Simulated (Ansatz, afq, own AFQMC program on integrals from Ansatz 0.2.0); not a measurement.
AFQMC on a folder of integrals that Ansatz 0.2.0 wrote.

```yaml
crystal:
  periodic: [false, false, false]
  atoms:
    - {symbol: Ge, position_ang: [0.000000, 0.000000, 1.430501]}
    - {symbol: N, position_ang: [0.000000, 0.000000, -0.213910]}
    - {symbol: H, position_ang: [0.000000, 0.000000, -1.216591]}
basis:
  gaussian: {orbitals: cc-pVDZ}
magnetization: {spin_polarized: false}
correlation: {method: ccsd_t, electrons: outside_noble_gas, hamiltonian_folder: ham}
```

```sh
$ ansatz run in.yaml --threads 1 --pin off --events-out ev --progress --plain --max-ram 1382MiB
```

afq runs on the folder ham with

```
--method free --trial cid --walkers 20 --time-step 0.1 --max-blocks 120 --target-error 0.00076 --factor-cut 1e-05 --seed 8676 --times 0,1,2,3 --taylor-order 8
```

Times are imaginary, in 1/Eh. The walk had a cap of 90 s. Filled inner d shells are frozen with the cores.

```
orbitals 31  electrons 5 5  factors 237 of 509
reference energy -2130.33522597 Eh
CCSD correlation -0.26800863 Eh in 11 cycles, weight of the determinant in the CISD state 0.8627
repeat  energy at the last time / Eh  error
    10  -2130.622390  0.006134
    20  -2130.619334  0.003371
    30  -2130.618965  0.002896
    40  -2130.618605  0.002383
    50  -2130.617943  0.002073
    60  -2130.617344  0.001790
    70  -2130.618086  0.001662
    80  -2130.617704  0.001640
    90  -2130.617576  0.001525
   100  -2130.618336  0.001463
   110  -2130.618265  0.001415
   120  -2130.617937  0.001340
time / (1/Eh)  energy / Eh  error  mean overlap
  0.00  -2130.603968  0.000945  1.1491
  1.00  -2130.615086  0.000762  1.1780
  2.00  -2130.618839  0.000996  1.1811
  3.00  -2130.617937  0.001340  1.2111
energy -2130.617937 +/- 0.001340 Eh
```

The run passed its tests (error under three times the target), which doesn't prove that it has relaxed.

Against this walk (error 36.4 meV) on the same determinant: CCSD(T) 39.2 meV higher (within the noise), the released energy of a separate walk with a CISD trial 1.9 ± 41.5 meV lower (within the noise). The error is statistical, and a free projection of finite length keeps a remainder of its start.

A setting was made bad on purpose (time step too long), so the walk's energy isn't to be trusted.

Cautions: remainder of the start not in the error; error above the target (36.4 against 20.7 meV); no relativity below Rb; no spin-orbit coupling; inner d shell frozen; higher spins were not checked; restricted determinant unstable towards unrestricted (UHF 5 meV lower, ⟨S²⟩ 0.10); raised T1 diagnostic (T1 0.029, weight of the determinant 0.86, largest double 0.10); so few walkers bias the energy; the time-step error isn't removed.

A walk keeps the symmetry of its determinant, which the program's search chose and which needn't be the lowest solution, so a lower state of the same spin and another symmetry isn't excluded.
